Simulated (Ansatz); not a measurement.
# C2H3ClF2: the cost of one run

Method: the levels named in each step, in Ansatz 0.2.0.

## (1) The structure to begin with

Bond lengths: F2–C3 1.341 Å, C3–C4 1.320 Å, C4–F5 1.334 Å, Cl1–H6 1.278 Å, C3–H7 1.078 Å, C4–H8 1.079 Å. Angles: F2–C3–C4 123.4°, F2–C3–H7 112.9°, C4–C3–H7 123.7°, C3–C4–F5 123.7°, C3–C4–H8 123.1°, F5–C4–H8 113.2°.

Structure file:

```xyz
8

Cl    1.7185    2.0455   -0.9385
F     0.2603   -0.3883    0.8024
C    -0.8665   -0.3592    0.0756
C    -1.7826   -1.3091    0.1153
F    -1.6886   -2.3955    0.8831
H     1.6698    1.1689   -0.0101
H    -0.9407    0.5170   -0.5476
H    -2.6855   -1.2812   -0.4742
```

## (2) A rough first relaxation, PBE-D4/def2-SVP

This run stands in another session on the same molecule. It ended at:

```xyz
8

Cl    1.5947    2.1094   -0.7735
F     0.3789   -0.4674    0.6840
C    -0.7763   -0.3912   -0.0165
C    -1.7695   -1.2779    0.1451
F    -1.7085   -2.3023    1.0010
H     1.4927    1.0796    0.0173
H    -0.8220    0.4533   -0.7202
H    -2.7054   -1.2053   -0.4314
```

## (3) Relaxation, B2PLYP/def2-TZVPP

input.yaml reads:

```yaml
crystal:
  periodic: [false, false, false]
  atoms:
    - { symbol: Cl, position_ang: [1.59470573, 2.10943491, -0.77346552] }
    - { symbol: F, position_ang: [0.3788718, -0.46743382, 0.6839738] }
    - { symbol: C, position_ang: [-0.77630687, -0.39121784, -0.01648861] }
    - { symbol: C, position_ang: [-1.76947758, -1.27793032, 0.14507822] }
    - { symbol: F, position_ang: [-1.70848034, -2.30232047, 1.00099405] }
    - { symbol: H, position_ang: [1.49271849, 1.07956006, 0.01732628] }
    - { symbol: H, position_ang: [-0.82195664, 0.45326209, -0.72018256] }
    - { symbol: H, position_ang: [-2.7054246, -1.20534461, -0.43136566] }
basis:
  gaussian: { orbitals: def2-TZVPP }
hamiltonian:
  xc: { name: B2PLYP }
relax:
  f_tol: 0.002
  max_steps: 150
```

On the command line:

```bash
$ ansatz run input.yaml --threads 4 --pin off --max-ram 10240MiB --backend cpu --events-out ev --progress --plain --runs-dir out
```

**Question.** How long does this run take on 4 threads of Arm Neoverse V2, shared host, and how much memory does it need?

About 2.2 min, with a peak of 0.73 GiB.
